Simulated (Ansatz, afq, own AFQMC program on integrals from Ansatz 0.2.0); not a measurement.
# AlH, quintet: AFQMC among the cluster methods

```yaml
atoms:
  - { symbol: Al, position_ang: [0.0000, 0.0000, 0.0000] }
  - { symbol: H, position_ang: [0.0000, 0.0000, 1.6045] }
```

Basis cc-pVTZ. Only valence electrons are correlated. Ansatz 0.2.0 and our own AFQMC program on the same integrals; the CISD trial comes from CCSD amplitudes, and released means the phaseless constraint is let go. Error bars are statistical, one sigma.

Determinant: UHF, the one that the program's search chose, which needn't be the lowest solution. The geometry is a PBE0/def2-TZVP stationary point of this or a neighbouring charge and spin state.

Full CI on the same integrals is exact in this basis and with this determinant's frozen core.

Cautions: another spin lies lower (by 7.21 eV).

- T1 diagnostic: 0.0104
- weight of the determinant in the CISD state: 0.974
- ⟨S²⟩ of the determinant: 6.000
- size of the correlated space: 4 electrons in 43 orbitals

Reference: full CI, correlation energy -0.611 eV. The released energy is read at 2.40 1/Eh (meV from the phaseless value at times in 1/Eh: -0.22 ± 0.23 at 0.24, -1.4 ± 1.0 at 0.51, -0.49 ± 0.15 at 0.99, -0.78 ± 0.19 at 1.62, -0.96 ± 0.23 at 2.40).

```
         level  E − E(reference) (mEh)  share of correlation (%)
            HF                   22.46                      0.00
           MP2                    7.65                     65.95
          CCSD                    0.48                     97.85
       CCSD(T)                    0.14                     99.37
         CCSDT                    0.00                     99.99
      CCSDT(Q)                    0.00                    100.00
   ph-AFQMC/HF             0.76 ± 0.18                     96.63
 ph-AFQMC/CISD            0.04 ± 0.008                     99.83
released AFQMC            0.00 ± 0.008                     99.99
```

CCSDT and higher add their correlation energy to the determinant of the CCSD(T) run, since their own runs factorise the integrals more tightly (a shift of under 2 meV). A walk keeps the symmetry of its determinant, which the program's search chose and which needn't be the lowest solution, so a lower state of the same spin and another symmetry isn't excluded. Released energies are given only where the last usable release times agree within the noise; a slower fall can still hide under it.
